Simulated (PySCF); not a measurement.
## Broadened absorption spectrum of 1,2,5-thiadiazole

Species: 1,2,5-thiadiazole, C2H2N2S.
SMILES: `C1=NSN=C1`

Computed with TDDFT wB97X-D/def2-SVPD, vertical, gas phase, core orbitals frozen in the response in PySCF. Geometry: GFN2-xTB; no solvent, vibrations or thermal averaging.

Each state is given a Gaussian of 0.5 eV full width at half maximum, with ε(max) = 2.175×10⁸ f / Δν̃ (Δν̃ the width in cm⁻¹). The width is an assumption, not a result. The curve ends short of the highest state used, and states not computed would add to its high-energy end.

(E (eV), ε (L mol⁻¹ cm⁻¹)): (4.35, 0), (4.45, 0), (4.55, 0), (4.65, 0), (4.75, 0), (4.85, 3), (4.95, 16), (5.05, 75), (5.15, 287), (5.25, 882), (5.35, 2170), (5.45, 4281), (5.55, 6765), (5.65, 8565), (5.75, 8697), (5.85, 7095), (5.95, 4678), (6.05, 2538), (6.15, 1196), (6.25, 570), (6.35, 389), (6.45, 470), (6.55, 730), (6.65, 1058), (6.75, 1283), (6.85, 1263), (6.95, 1008), (7.05, 661), (7.15, 375), (7.25, 209)

Problem. Locate the maxima and give the states behind the curve.

Solution. 217 nm (5.71 eV), ε about 8900, made up of S2 (100%); 183 nm (6.79 eV), ε about 1300, made up of S5 (99%) (ε in L mol⁻¹ cm⁻¹; maxima over ε = 5, shares over 10%). The states used: S1 5.10 eV (f 0.0000); S2 5.71 eV (f 0.164); S3 6.21 eV (f 0.0036); S4 6.60 eV (f 0.0000); S5 6.79 eV (f 0.024); S6 7.31 eV (f 0.0014); S7 7.81 eV (f 0.0030); S8 7.85 eV (f 0.0034).

Problem. On this curve, what absorbance would a 10⁻⁴ mol/L sample give at 193 nm over a 1 cm path?

Solution. 193 nm is 6.424 eV, where ε is about 430 L mol⁻¹ cm⁻¹, so A = ε c l ≈ 0.043 (Beer–Lambert, with the gas-phase spectrum and the assumed width).

Problem. What would ε be at 5.71 eV, the highest of these maxima, with half the width (0.25 eV)?

Solution. About 17700 L mol⁻¹ cm⁻¹ against 8880, a factor of about 2.00; a lone state at its own centre would give exactly 2.

Problem. Coming from long wavelengths, where does ε first pass 100 L mol⁻¹ cm⁻¹?

Solution. At about 244 nm (5.07 eV), 0.02 eV below S1.

Time: 10 s of wall time. Hardware: Arm Neoverse V1, one thread, no GPU, on a shared host.
